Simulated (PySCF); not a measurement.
H2N, SMILES [NH2], multiplicity 2. Coordinates come from a PBE-D3(BJ)/def2-TZVPD optimisation. The isomer is the one that the SMILES or the coordinates give; other isomers of the formula were not compared.

All values below come from PBE-D3(BJ)/def2-TZVPD (PySCF 2.14.0).

Harmonic wavenumbers (cm⁻¹): 1493, 3256, 3349. Rotational constants (GHz): 677.2, 383.3, 244.8; symmetry number 2.

**Question.** Work out the zero-point energy and the ideal-gas rigid-rotor harmonic-oscillator thermochemistry at 298.15 K and 1 atm.

**Answer.** ZPE = ½ Σ hcν = ½ × 8098 cm⁻¹ = 11.58 kcal/mol. H − E(el) = 13.95 kcal/mol. Entropy in cal/(mol K): translation 34.26, rotation 10.92, vibration 0.01, spin 1.38, total 46.57. G − E(el) = 0.06 kcal/mol. Cp = 8.03 cal/(mol K).
